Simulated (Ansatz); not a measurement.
**Phonon frequency of some cubic solids**

Method: RPBE (Ansatz, a quantum-chemistry and plane-wave program, plane waves, PAW). References are measured values at room or unstated temperature, uncorrected unless marked, so that the deviations hold thermal and zero-point effects besides the level's error. The table is a random draw of 8 from 30 values with such references.

Values in cm⁻¹.

```
solid                        reference  RPBE  deviation (%)
---------------------------  ---------  ----  -------------
diamond-structure Si (L TO)        490   471           -3.9
diamond (L LA)                    1029  1025           -0.4
3C-SiC (X TO)                      761   732           -3.8
diamond (L TO)                    1206  1180           -2.2
3C-SiC (X LA)                      640   616           -3.8
diamond-structure Si (L TA)        114     ?              ?
zinc-blende InP (L TO)             317   281          -11.4
fcc Cu (X T)                       169   161           -4.7
```

Question: Estimate the withheld RPBE value.

Answer: The deviations of the other rows run from -11.4 % to -0.4 %, with a median of -3.8 %; carried to the reference 114 it gives 110 cm⁻¹. The run gives 115 cm⁻¹ (+0.9 %), +4.5 % from the estimate, outside the range of the other rows; the row was drawn at random, and such an estimate is rough. Over these 8 values the mean deviation is -3.6 %, the mean absolute deviation 3.9 % (median 3.8 %), and the worst case zinc-blende InP (L TO) at -11.4 %; the value is too low in 7 of 8 cases. Over all 30, from unrounded values, the mean deviation is -4.5 % and the mean absolute deviation 4.6 % (median 3.9 %).

Spin–orbit coupling is left out, also for the solids with elements from indium on (zinc-blende InP); its size isn't shown.

Differences are worked out from the printed values.

Each level is taken at its own relaxed cell. Ansatz's density-functional and Hartree–Fock values are scalar-relativistic unless marked +SOC, with PAW data made under PBE.

Ansatz's runs of these crystals have no spin polarisation.

Not in this set, of the solids of all kinds but layered and molecular ones with a reference value in our tables and a result at some level: 35 for no value at RPBE (not run, a failed fit, an unstable or unbound cell, or a value held back for tests); 29 for a doubt noted on the run at RPBE; 16 for a reference of another kind, counted apart; 4 for a run that failed a test (RPBE). These can be a level's best or worst cases. At least 16 more with a reference value are held back for tests. Solids without a released value at any level aren't counted. The metals Ce to Yb are counted apart.

References as tabulated in arXiv:cond-mat/0412643; Wang et al. (1996), arXiv:mtrl-th/9510002; Yang et al. (2021), arXiv:2106.07201; Giannozzi et al., Phys. Rev. B (1991) and others.
